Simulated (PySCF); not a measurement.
Orbital picture of OH⁺

UHF at R = 1.039 Å; H aug-pcseg-1, O aug-pcseg-1; no relativity (PySCF 2.14). State: ³Σ⁻ (triplet), unpaired electrons π ↑↑. Only the outer orbitals are listed, counted within each symmetry.

| spin | orbital | occ. | ε (eV) | on H (%) | main shells (%) |
| --- | --- | --- | --- | --- | --- |
| α | 2σ | 1 | -53.47 | 3 | 96 O s |
| α | 1π | 1 | -32.93 | 0 | 100 O p |
| α | 1π | 1 | -32.93 | 0 | 100 O p |
| α | 3σ | 1 | -32.64 | 13 | 83 O p, 10 H s |
| α | 4σ | 0 | -5.37 | 105 | 101 H s |
| α | 5σ | 0 | -2.28 | 96 | 59 H s, 37 H p, 36 O p |
| α | 2π | 0 | -1.93 | 26 | 74 O p, 26 H p |
| β | 2σ | 1 | -44.41 | 8 | 89 O s |
| β | 3σ | 1 | -30.06 | 17 | 75 O p, 15 H s |
| β | 1π | 0 | -9.34 | 3 | 97 O p |
| β | 1π | 0 | -9.34 | 3 | 97 O p |
| β | 4σ | 0 | -4.93 | 105 | 99 H s |

Which are the highest filled and the lowest empty level, where do they sit, and how wide is the gap?

Highest filled β 3σ at -30.06 eV (in %: 75 O p, 15 H s); lowest empty β 1π at -9.34 eV (in %: 97 O p); the gap at UHF is 20.72 eV.

```
bond order (Mayer)                                                                                                : 0.66
⟨S²⟩                                                                                                              : 2.014
charge on H (Mulliken, basis-dependent)                                                                           : 0.60
charge on H (Löwdin, basis-dependent)                                                                             : 0.27
dipole moment (positive dipole points towards O; it is taken about the centre of mass and depends on that origin) : -2.37 D
polarisability along the bond                                                                                     : 4.9 bohr³
polarisability across the bond                                                                                    : 3.4 bohr³
```

Shares are Mulliken populations and can fall outside 0 to 100 %.

The state is the lowest determinant that a PBE0 search found; another state may lie lower at other levels.
